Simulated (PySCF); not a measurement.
Bonds broken one at a time in the series C SH-H. Isolated molecules, 0 K electronic values unless said otherwise. One relaxed conformer stands for each flexible species; it need not be the lowest. Strings in code marks are SMILES. All members: neutral, multiplicity 1. Level: ωB97X-D3(BJ)/def2-TZVP // B3LYP-D3(BJ)/def2-TZVP (PySCF), beside PBE-D3(BJ)/def2-TZVP // B3LYP-D3(BJ)/def2-TZVP (PySCF) at the same geometries.  Orbital energies are measured against the vacuum level.

```
species                                             HOMO, PBE (eV)  HOMO, ωB97X-D3(BJ) (eV)
--------------------------------------------------  --------------  -----------------------
`C`                                                          -9.44                   -13.67
`SC(S)(S)S`                                                  -5.85                    -9.48
`SC(S)S`                                                     -5.71                 withheld
`SCS` (H–S–C–S torsion -56°, S–C–S–H torsion -56°)           -5.61                    -9.27
`CS`                                                         -5.51                    -9.27
```

**Question.** Fit y = a + b·x, y being the HOMO at the first level, to the 4 complete rows by least squares, with x = the PBE value in eV. Give a, b and the rms residual, and predict the withheld value.

**Answer.** Means of the 4 rows: x̄ = -6.6025, ȳ = -10.422 eV. Σ(x − x̄)² = 10.796 and Σ(x − x̄)(y − ȳ) = 12.327, so b = 1.142 and a = ȳ − b·x̄ = -2.882 eV. The rms residual is 0.064 eV. At x = -5.71 the line gives -9.40 eV. The run for `SC(S)S` gave -9.36 eV, so the line is off by 0.04 eV, within twice the rms residual.

Codes: PySCF.
